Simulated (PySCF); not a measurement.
Homolysis of single bonds, series cyclopropyl-X. Isolated molecules, 0 K electronic values unless said otherwise. One relaxed conformer stands for each flexible species; it need not be the lowest. Strings in code marks are SMILES.

Quantity: electronic energy of isomers of CH3O, doublet states, relative to `[CH2]O`, in kcal/mol. HF references are unrestricted for open shells and restricted for singlets.

Level 1: PBE-D3(BJ)/def2-TZVP // TPSSh-D3(BJ)/def2-TZVP (PySCF)
Level 2: B3LYP/6-311+G** // TPSSh-D3(BJ)/def2-TZVP (PySCF)
Level 3: frozen-core MP2/6-31G* // TPSSh-D3(BJ)/def2-TZVP (PySCF)
Level 4: HF/STO-3G // TPSSh-D3(BJ)/def2-TZVP (PySCF)

| species | level 1 | level 2 | level 3 | level 4 |
|---|---|---|---|---|
| `C[O]` | 7.86 | 6.54 | 6.59 | -26.0 |
